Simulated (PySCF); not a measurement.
Cartesian coordinates (Å):
SMILES: [NH2]
```xyz
3

N     -0.0019     0.4482     0.0000
H      0.8036    -0.2206     0.0000
H     -0.8017    -0.2276     0.0000
```
Charge 0, spin multiplicity 2.

### Question
What dipole moment, highest occupied spin orbital and total energy does PySCF 2.14.0 with TPSSh-D3(BJ)/def2-TZVP // PBE-D3(BJ)/def2-SVP give?

### Answer

```yaml
dipole_moment: 0.402 e·Å
highest_occupied_spin_orbital: -7.98 eV
total_energy: -55.9039 Ha
```
